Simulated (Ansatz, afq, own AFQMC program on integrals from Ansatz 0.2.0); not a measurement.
**Breaking Ga2–H5 in GaH₂OF, singlet**

```yaml
atoms:
  - { symbol: O, position_ang: [-1.1377, -0.5803, -0.2753] }
  - { symbol: Ga, position_ang: [0.3839, 0.2800, 0.0122] }
  - { symbol: F, position_ang: [0.4429, 1.7898, -0.8644] }
  - { symbol: H, position_ang: [-1.2205, -1.4207, 0.1867] }
  - { symbol: H, position_ang: [1.5815, -0.1425, 0.8995] }
```

Products: GaHOF (doublet; OH–Ga–F) and H (doublet), each relaxed with PBE0/def2-SVP like the molecule; electronic energies without zero-point terms. Determinants: RHF, UHF and UHF in that order.

Basis def2-TZVP. Noble-gas cores (and the filled d shells of Ga–Kr and In–Xe) are frozen. AFQMC by an in-house program on the Cholesky factors that Ansatz 0.2.0 writes for its CCSD(T) run. The CISD trial takes its coefficients from CCSD amplitudes. Released means that phaseless walkers are propagated on without the constraint, phases kept. Error bars are statistical, one sigma. No spin–orbit coupling. The errors of all members are added in quadrature.

No full CI on the walks' own integrals is used here. The released AFQMC energy serves as the reference, which it does only where one determinant dominates, the energy is flat over the last release times and near the phaseless one (40 meV or 2 meV an electron, half that with transition metals). On small molecules, where full CI could be run and the noise was under 10 meV, such values lay within 10 meV of it in 19 cases of 20, a flattering rate, since the rule was set on those same cases; what remains of the bias isn't in the error bar. Each member takes its own surest rung, up to full CI.

Errors are counted within def2-TZVP, not against nature.

Cautions: inner d shell frozen; no relativity below Rb; no spin-orbit coupling; GaH₂OF (singlet): the released value is read at 1.50 1/Eh (meV from the phaseless value at times in 1/Eh: 12 ± 6 at 0.24, 7 ± 7 at 0.51, 16 ± 8 at 0.99, 17 ± 10 at 1.50); GaHOF (doublet): the released value is read at 1.50 1/Eh with a noise of 15 meV, more than in the cases checked (meV from the phaseless value at times in 1/Eh: -9 ± 8 at 0.24, -4 ± 9 at 0.51, -5 ± 11 at 0.99, -7 ± 15 at 1.50).

Reference (AFQMC with the constraint released): 3.494 ± 0.018 eV.

| level | bond energy (eV) | error against released AFQMC (eV) |
| --- | --- | --- |
| HF | 2.794 | -0.700 ± 0.018 |
| MP2 | 3.350 | -0.144 ± 0.018 |
| CCSD | 3.512 | 0.018 ± 0.018 |
| CCSD(T) | 3.495 | 0.001 ± 0.018 |
| ph-AFQMC/CISD | 3.518 ± 0.011 | 0.025 ± 0.021 |

Correlation beyond CCSD(T) changes it by less than twice the noise. The perturbative (T) step is worth −0.017 eV.

Released energies are given only where the last usable release times agree within the noise; a slower fall can still hide under it.
